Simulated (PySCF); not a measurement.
Bonds (- single, = double, # triple, : aromatic): C1=C2 1.320 Å, C2-Cl3 1.721 Å. C1 carries H4, H5; C2 carries H6. H5 is cis to Cl3; H4 is trans to Cl3.

- NMR shieldings at B97-2/pcSseg-2/GIAO
- geometry: PBE0-D3(BJ)/def2-TZVP
- code: PySCF
- one conformer, gas phase, non-relativistic

Referencing at the same level of theory: $^{13}$C (σref 185.38) and $^{1}$H (σref 31.64) against TMS; $^{35}$Cl (σref 941.52) vs HCl.

```json
{"atoms": "H5", "nucleus": "$^{1}$H", "count": "1", "δ (ppm)": "5.70"}
{"atoms": "H4", "nucleus": "$^{1}$H", "count": "1", "δ (ppm)": "5.55"}
{"atoms": "C2", "nucleus": "$^{13}$C", "count": "1", "δ (ppm)": "?"}
{"atoms": "H6", "nucleus": "$^{1}$H", "count": "1", "δ (ppm)": "?"}
{"atoms": "C1", "nucleus": "$^{13}$C", "count": "1", "δ (ppm)": "123.8"}
{"atoms": "Cl3", "nucleus": "$^{35}$Cl", "count": "1", "δ (ppm)": "224"}
```

Question: Fill in the missing shifts.

Answer: 
- C2: 141.5 ppm, alkene CH; the olefinic region
- H6: 6.61 ppm, hydrogen on an alkene CH; attached to an sp2 carbon and in the plane of the double bond

Carbons that carry Cl, above all several Cl atoms, come out too deshielded, partly because spin–orbit coupling is missing. Shifts are as computed. Against solution values, carbons near 30 ppm lie about +3 ppm off and those near 130 ppm about +7 ppm; carbons on Cl a further +5 ppm. Of 1211 compounds with measured shifts, 218 miss one by over three times the rms of a fit or turn the order of signals round; such compounds aren't used in these exercises.
